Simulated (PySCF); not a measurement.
Species: C₅H₆.
SMILES: `C=CCC#C`

Computed, not measured: TDDFT B3LYP/def2-SVPD, vertical, gas phase, core orbitals frozen in the response in PySCF. The structure is a single GFN2-xTB conformer in the gas phase; no vibrational or solvent corrections. Torsions of this conformer, `[CH:1]#[C:2][CH2:3][CH:4]=[CH2:5]`: C2–C3–C4–C5 -121°.

Q: Predict the UV-vis stick spectrum at this level.

A: 

```csv
state,E (eV),λ (nm),ν̃ (cm⁻¹),f,"main configurations (H = HOMO, L = LUMO)"
S1,6.33,195.9,51050,0.0006,H-1→L (82%)
S2,6.48,191.2,52290,0.064,"H→L (52%), H-2→L (28%), H-1→L+2 (8%)"
S3,6.83,181.5,55090,0.0014,"H→L+2 (47%), H-1→L+2 (20%), H-2→L+2 (18%)"
S4,7.04,176.0,56820,0.014,"H→L+1 (72%), H-2→L (10%), H-1→L+2 (9%)"
S5,7.15,173.4,57660,0.012,"H-1→L+2 (21%), H-1→L+3 (19%), H-1→L+1 (16%)"
S6,7.20,172.3,58050,0.070,"H-1→L+1 (19%), H→L+3 (19%), H-2→L+3 (14%)"
S7,7.32,169.3,59070,0.0067,"H-1→L+1 (58%), H-1→L+3 (32%)"
S8,7.35,168.7,59270,0.121,"H-2→L (30%), H→L+3 (21%), H-2→L+1 (18%)"
```

Triplets (Tamm–Dancoff): T1 4.57 eV, H→L (64%), H-2→L (29%); T2 5.49 eV, H-1→L+2 (17%), H-2→L (15%), H-1→L+3 (12%); T3 5.90 eV, H-1→L (42%), H-1→L+3 (15%), H→L+2 (15%).

The lowest singlet comes at 196 nm (611 kJ/mol) in the vacuum ultraviolet; it is very weak; its leading configuration is HOMO-1→LUMO (82%). The most intense listed level is S8 at 7.35 eV (169 nm, f = 0.121), 1.02 eV above S1. It is the last of those listed, so stronger ones may follow. Löwdin shares by element: HOMO carbon 85% or more (atoms not listed hold the other 15%); LUMO carbon 69% or more, hydrogen 6% or more (atoms not listed hold the other 25%). Of the 8 states listed, 5 reach f = 0.01 and none stays under 0.0005. Orbital energies (eV): HOMO-3 -10.02, HOMO-2 -7.84, HOMO-1 -7.58, HOMO -7.41, LUMO -0.17, LUMO+1 0.60, LUMO+2 0.93. Weighted by f, the mean energy of these states is 7.09 eV. Only the lowest 8 singlets were computed, as vertical energies without vibronic structure.
